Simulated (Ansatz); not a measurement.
Geometry optimisation, RKS PBE-D4/def2-SVP in Ansatz.

input.yaml

```yaml
crystal:
  periodic: [false, false, false]
  atoms:
    - { symbol: "N", position_ang: [-0.6721, 0.9163, -1.4542] }
    - { symbol: Si, position_ang: [-0.49564, 0.89119, 0.35592] }
    - { symbol: Si, position_ang: [-1.5104, 2.75325, 1.06456] }
    - { symbol: H, position_ang: [-1.3002, 0.18607, -1.7694] }
    - { symbol: H, position_ang: [-1.07853, 1.7914, -1.76157] }
    - { symbol: H, position_ang: [-1.5059, -0.23138, 0.56184] }
    - { symbol: H, position_ang: [-2.79615, 3.53179, 0.97276] }
    - { symbol: H, position_ang: [-0.57672, 3.89963, 0.80745] }
    - { symbol: H, position_ang: [-1.42795, 2.646, 2.55771] }
total_charge: -1
basis:
  gaussian: { orbitals: def2-SVP }
hamiltonian:
  xc: pbe
  dispersion: d4
relax:
  f_tol: 0.015
  max_steps: 40
output:
  orbitals: {}
```

Command:

```bash
$ ansatz run input.yaml --threads 1 --pin off --max-ram 2048MiB --backend cpu --events-out ev --progress --plain --runs-dir out
```

Problem. Where does it end, and by what steps?

Solution. The forces met the threshold. Limits of this set-up: an anion without diffuse functions, the dipole of an ion depends on the origin. After 13 steps the energy has fallen by 0.637 eV; H4 moved furthest, 1.21 Å.

```
step  energy less start (eV)  largest force component (eV/Å)  accepted
   0                  0.0000                           1.200       yes
   1                 -0.3236                           0.564       yes
   2                 -0.3992                           0.995       yes
   3                 -0.4604                           1.117       yes
   4                 -0.5423                           0.393       yes
   5                 -0.5852                           0.268       yes
   6                 -0.6127                           0.422       yes
   7                 -0.6230                           0.613       yes
   8                 -0.6156                           0.429        no
   9                 -0.6348                           0.061       yes
  10                 -0.6135                           0.374        no
  11                 -0.6359                           0.091       yes
  12                 -0.6335                           0.091        no
  13                 -0.6366                           0.011       yes
```

```xyz
9
Properties=species:S:1:pos:R:3
N -0.927 0.850 -1.466
Si -0.284 0.674 0.277
Si -1.404 2.631 1.160
H -1.887 1.220 -1.530
H -0.344 1.536 -1.966
H -1.422 -0.252 0.811
H -2.862 2.882 0.724
H -0.757 3.928 0.653
H -1.478 2.914 2.670
```

Run time: 33 s on 1 thread of Arm Neoverse V1, on a shared host, peak memory 0.11 GiB.
